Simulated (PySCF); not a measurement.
Input of a run (PBE0-D3(BJ)/def2-SVP geometry optimisation, gas phase (PySCF 2.14.0)), started from GFN2-xTB:
```
{"job": {"xc": "PBE0", "basis": "def2-SVP", "d3": "d3bj", "grid": 1, "kind": "geom"}, "charge": 0, "multiplicity": 1}
C     -1.838727     0.637978     0.197859
N     -0.691916    -0.158711    -0.203892
C     -1.132237    -1.503098    -0.535866
P      0.659671    -0.094716     0.912561
C      1.101111     1.683234     0.613519
C      1.924539    -0.810880    -0.241780
H     -2.522249     0.707712    -0.651457
H     -1.520826     1.642074     0.466765
H     -2.388182     0.203380     1.042422
H     -0.280532    -2.115567    -0.820558
H     -1.813020    -1.440238    -1.387966
H     -1.662924    -1.996803     0.288045
H      2.152260     1.818419     0.862012
H      0.930749     1.938809    -0.430996
H      0.519812     2.340876     1.256900
H      1.727406    -0.479119    -1.259918
H      1.918777    -1.898300    -0.196608
H      2.907530    -0.468735     0.077300
```

Output (energies in Eh, forces in Eh/bohr):
```
step   0  E = -555.10230785  max force = 0.012945
step   1  E = -555.10453509  max force = 0.002825
step   2  E = -555.10464495  max force = 0.000896
step   3  E = -555.10476305  max force = 0.001156
step   4  E = -555.10481057  max force = 0.001235
step   5  E = -555.10483466  max force = 0.000533
step   6  E = -555.10483759  max force = 0.000130
optimisation converged
```

Problem. Summarise the run.

Solution. The energy falls by 1.6 kcal/mol over 7 energy and gradient evaluations, the largest force component goes from 0.0129 to 1.3e-04 Eh/bohr, and the atoms move by 0.113 Å rms after alignment. Among the bonds, N2–P4, C1–H9 and C3–H12 change most and about equally (+0.015 Å). Bonds longer at the end by more than 0.005 Å: 13 of 17; shorter: 4. Among the angles that change most is N2–P4–C5, from 96.6° to 98.8°. The energy never rose by more than 1e-6 Eh on the way. The first step brought 88 % of the lowering.

Problem. What are the final bond lengths?

Solution. C1–N2 1.447 Å, N2–C3 1.447 Å, N2–P4 1.769 Å, P4–C5 1.846 Å, P4–C6 1.846 Å, C1–H7 1.103 Å, C1–H8 1.100 Å, C1–H9 1.112 Å, C3–H10 1.100 Å, C3–H11 1.103 Å, C3–H12 1.112 Å, C5–H13 1.101 Å, C5–H14 1.102 Å, C5–H15 1.099 Å, C6–H16 1.102 Å, C6–H17 1.099 Å, C6–H18 1.101 Å. Numbering counts from 1 in the input's order; the species is `CN(C)P(C)C`.

The run used 148 basis functions and 44 SCF cycles in all.

Stationary, but not proved a minimum. The numbers are those of one conformer.

The values belong to the conformer `[CH3:1][N:2]([CH3:3])[P:4]([CH3:5])[CH3:6]`: C1–N2–P4–C5 -66°.
